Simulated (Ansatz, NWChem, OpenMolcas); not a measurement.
## Computed against measured: dipole moment

6 molecules with nitrogen; the dipole moment in D, computed less measured. Shapes, held fixed at every level: PBE0-D4/def2-TZVP. No vibrational averaging. Dipoles are compared by magnitude; molecules under 1 D, whose direction can flip, are left out. Programs: Ansatz 0.2.0, NWChem 7.3.0, OpenMolcas 26.06. A level may come from different programs for different species; with the same settings they agree closely. Measured values: NIST CCCBDB.

Levels: A = r2SCAN-D4/def2-TZVPP; B = B3LYP/6-31G* (Cartesian functions); C = B3LYP-D4/def2-TZVPP; D = wB97M-V/def2-TZVPP.

| molecule | measured | A | B | C | D |
| --- | --- | --- | --- | --- | --- |
| HCN (hydrogen cyanide) | 2.98 | +0.04 | -0.08 | +0.05 | +0.06 |
| NOF (nitrosyl fluoride) | 1.81 | -0.48 | -0.70 | -0.42 | -0.36 |
| CH3N (SMILES C=N) | 2.00 | -0.04 | -0.05 | -0.01 | +0.01 |
| C2H3N (SMILES CC#N) | 3.92 | +0.13 | -0.13 | +0.08 | +0.08 |
| CH5N (methylamine) | 1.31 | -0.03 | +0.10 | -0.01 | 0.00 |
| C2H7N (SMILES CNC) | 1.03 | -0.13 | -0.04 | -0.10 | -0.07 |

**Question.** Which level does best on this set, which worst, and which err to one side?

**Answer.** 
```tsv
level	kind	mean error	mean absolute error	worst case
r2SCAN-D4/def2-TZVPP	meta-GGA	-0.085	0.142	NOF
B3LYP/6-31G* (Cartesian functions)	global hybrid	-0.150	0.183	NOF
B3LYP-D4/def2-TZVPP	global hybrid	-0.068	0.112	NOF
wB97M-V/def2-TZVPP	range-separated hybrid	-0.047	0.097	NOF
```

On this set wB97M-V/def2-TZVPP has the smallest mean absolute error and B3LYP/6-31G* (Cartesian functions) the largest. r2SCAN-D4/def2-TZVPP is too low in 4 of 6; B3LYP/6-31G* (Cartesian functions) is too low in 5 of 6; B3LYP-D4/def2-TZVPP is too low in 4 of 6. All levels miss NOF on one side, which points to its shape or to the tabulated value. The levels differ in basis as well as in method. The tabulated value of NOF is in doubt (older tables, estimates, or at odds with other calculations) and kept here. Over the 5 molecules whose values aren't doubted the mean absolute errors are A 0.074; B 0.080; C 0.050; D 0.044. The smallest two are near a tie. The largest two are near a tie. The set is small.
